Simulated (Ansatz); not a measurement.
**SiH3O+ (SMILES [OH+]=[SiH2]): functionals against CCSD(T) at one geometry**

How do the functionals fare away from a minimum? The structure is a structure displaced at random from a GFN2-xTB minimum.

Program: Ansatz 0.2.0, Gaussian basis. Level of theory: single points in def2-TZVPP. These are calculated values, not measurements.

Correlated methods freeze the cores.

## (1) The system as given

5 atoms, charge 1, spin multiplicity 1.

Atoms are counted from 1 here; the program's logs count them from 0.

Bond lengths: O1–Si2 1.685 Å, O1–H3 0.772 Å, Si2–H4 1.605 Å, Si2–H5 1.179 Å. Angles: Si2–O1–H3 118.5°, O1–Si2–H4 94.1°, O1–Si2–H5 125.7°, H4–Si2–H5 138.6°.

Geometry (Å):

```xyz
5
charge 1, multiplicity 1
O     0.37400   -0.88220    0.57390
Si   -0.14700    0.55770   -0.12870
H     0.93700   -0.85170    1.10100
H    -1.49000   -0.08460   -0.72740
H     0.49980    1.53510   -0.25650
```

## (2) CCSD(T)/def2-TZVPP

Input file run/in.yaml:

```yaml
crystal:
  periodic: [false, false, false]
  atoms:
    - {symbol: O, position_ang: [0.374000, -0.882200, 0.573900]}
    - {symbol: Si, position_ang: [-0.147000, 0.557700, -0.128700]}
    - {symbol: H, position_ang: [0.937000, -0.851700, 1.101000]}
    - {symbol: H, position_ang: [-1.490000, -0.084600, -0.727400]}
    - {symbol: H, position_ang: [0.499800, 1.535100, -0.256500]}
basis:
  gaussian: {orbitals: def2-TZVPP}
total_charge: 1
correlation: {method: ccsd_t}
output: {forces: true}
```

The command line of these runs was not kept.

## (3) PBE0-D4/def2-TZVPP

Edit run/in.yaml of step 2 so:

```diff
@@ -11,3 +11,3 @@
 total_charge: 1
-correlation: {method: ccsd_t}
-output: {forces: true}
+hamiltonian: {xc: pbe0, dispersion: d4}
+output: {forces: true, orbitals: {seedname: orbitals}}
```

## (4) wB97M-V/def2-TZVPP

Edit run/in.yaml of step 3 so:

```diff
@@ -11,3 +11,3 @@
 total_charge: 1
-hamiltonian: {xc: pbe0, dispersion: d4}
-output: {forces: true, orbitals: {seedname: orbitals}}
+hamiltonian: {xc: {name: wB97M-V}}
+output: {forces: true}
```

## (5) r2SCAN-D4/def2-TZVPP

Edit run/in.yaml of step 4 so:

```diff
@@ -11,3 +11,3 @@
 total_charge: 1
-hamiltonian: {xc: {name: wB97M-V}}
+hamiltonian: {xc: r2scan, dispersion: d4}
 output: {forces: true}
```

## (6) PBE-D4/def2-TZVPP

Edit run/in.yaml of step 5 so:

```diff
@@ -11,3 +11,3 @@
 total_charge: 1
-hamiltonian: {xc: r2scan, dispersion: d4}
+hamiltonian: {xc: pbe, dispersion: d4}
 output: {forces: true}
```

## (7) B97M-V/def2-TZVPP

Edit run/in.yaml of step 6 so:

```diff
@@ -11,3 +11,3 @@
 total_charge: 1
-hamiltonian: {xc: pbe, dispersion: d4}
+hamiltonian: {xc: {name: B97M-V}}
 output: {forces: true}
```

## (8) wB97X-V/def2-TZVPP

Edit run/in.yaml of step 7 so:

```diff
@@ -11,3 +11,3 @@
 total_charge: 1
-hamiltonian: {xc: {name: B97M-V}}
+hamiltonian: {xc: {name: wB97X-V}}
 output: {forces: true}
```

(Steps that only read results are left out.)

Q: Predict the outcome of this session. Wanted: energy less free atoms, CCSD(T)/def2-TZVPP; RMS force component; RMS force error; HOMO and LUMO, PBE0-D4; T1 diagnostic.

The runs gave:

| quantity | value |
| --- | --- |
| energy less free atoms, CCSD(T)/def2-TZVPP | -107.5 kcal/mol |
| RMS force component | 8.948 to 9.166 eV/Å over the methods |
| RMS force error | PBE0-D4 0.069, wB97M-V 0.075, r2SCAN-D4 0.037, PBE-D4 0.251, B97M-V 0.193, wB97X-V 0.083 eV/Å |
| HOMO and LUMO, PBE0-D4 | -16.79 and -9.53 eV |
| T1 diagnostic | 0.018 |

What this shows: Against CCSD(T) the functionals' energies less atoms differ by -11.5 to +0.6 kcal/mol, PBE-D4 by -6.4 kcal/mol. CCSD(T) in triple zeta still lacks some correlation energy of the bonds, so part of these gaps is its own basis error and they don't rank the functionals. On forces the order runs from r2SCAN-D4 to PBE-D4. Frozen-core CCSD(T) forces in triple zeta carry basis errors of their own, and this is one geometry, so small gaps rank nothing.
